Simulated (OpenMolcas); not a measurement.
What AlPH4O (SMILES [AlH2][O]P) costs in OpenMolcas

The species is AlPH4O (7 atoms), meant as a singlet with charge 0. As SMILES, `[AlH2][O]P`. Geometry: a GFN2-xTB relaxation, a rough one for these elements and not checked as a minimum. This is one conformer, not always the lowest.

```xyz
7

Al   -1.2351    0.3349   -0.8347
O     0.2601   -0.0039   -0.1860
P     1.7665   -0.3376    0.4464
H    -1.7812   -0.5596   -1.9475
H    -2.0146    1.5167   -0.2520
H     1.6412    0.5008    1.5669
H     1.3631   -1.4514    1.2069
```

Program: OpenMolcas 26.06. Hardware: 1 thread of Arm Neoverse N1, shared host, so times are rough. Two-electron integrals are exact unless an approximation is named.

Question: Estimate their order by wall time, quickest first.
A. gradient at HF/cc-pVTZ (RICD fitting)
B. gradient at TPSSh/aug-cc-pVDZ, grid UltraFine
C. gradient at HF/STO-3G

Answer: C (2.9 s), A (24 s), B (2 min).
